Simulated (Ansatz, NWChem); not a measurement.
# From Ansatz to NWChem

This Ansatz 0.2.0 job computes CClF3 (SMILES FC(F)(F)Cl):

job.yaml:
```yaml
crystal:
  periodic: [false, false, false]
  atoms:
    - {symbol: F, position_ang: [-0.009092, -1.217498, 1.953359]}
    - {symbol: C, position_ang: [-0.224992, -1.319098, 0.653359]}
    - {symbol: F, position_ang: [-1.472392, -1.711198, 0.460159]}
    - {symbol: F, position_ang: [0.588908, -2.235598, 0.158759]}
    - {symbol: Cl, position_ang: [0.276300, 1.463300, -0.758000]}
basis:
  gaussian:
    orbitals: STO-3G
output:
  orbitals: {seedname: orbitals}
accuracy: high
magnetization:
  spin_polarized: false
  initial_magnetization: 0
hamiltonian:
  xc: hf
```

```bash
$ ansatz run job.yaml --threads 1 --pin off --max-ram 3480MiB --events-out events.jsonl --progress --plain --runs-dir runs
```

The C2–Cl5 distance was set to 3.160 Å, away from the relaxed value.

It gives a total energy of -785.901837 Eh.

Problem. How is this level of theory, on these atoms, set up in NWChem 7.3.0 as an input file of the program's own?

Solution. For example:

mol.nw:
```
start mol
title "CClF3 energy"
memory total 2200 mb
geometry noautosym nocenter noautoz
  F    -0.009092   -1.217498    1.953359
  C    -0.224992   -1.319098    0.653359
  F    -1.472392   -1.711198    0.460159
  F     0.588908   -2.235598    0.158759
  Cl    0.276300    1.463300   -0.758000
end
basis spherical bse
  * library STO-3G
end
scf
  thresh 1e-08
  maxiter 80
  print low
end
task scf energy
```

```bash
$ nwchem mol.nw > mol.out
```

Its energy is -785.901837 Eh, 0.000 mEh from the first.
